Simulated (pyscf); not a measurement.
H₂N–SiH(Cl)–Cl (SMILES N[SiH](Cl)Cl) + H• (SMILES [H]) → H₂N–Si•(Cl)–Cl (SMILES N[Si](Cl)Cl) + H₂ (SMILES [H][H]) (hydrogen abstraction; doublet surface; H–Si broken, H–H formed). Single points on ωB97X-D3(BJ)/def2-SVP structures (PySCF, gas phase). Energies in eV from the separated reactants.

```
level                   barrier  reaction energy
----------------------  -------  ---------------
PBE/def2-TZVP              0.00            -0.67
B3LYP-D3(BJ)/def2-TZVP      ___            -0.69
PBE0-D3(BJ)/def2-TZVP      0.09            -0.54
M06-2X/def2-TZVP           0.26            -0.60
ωB97M-D3(BJ)/def2-TZVP     0.22            -0.47
HF/def2-TZVP                ___              ___
```

Q: Some entries are withheld; supply them.

A: 
- B3LYP-D3(BJ)/def2-TZVP, barrier: 0.01
- HF/def2-TZVP, barrier: 0.61
- HF/def2-TZVP, reaction energy: -0.21

The functionals in the table span 0.26 eV in this barrier, from PBE to M06-2X. One saddle was located; it need not be the lowest between these sides. The angle at the transferred H is 178°.
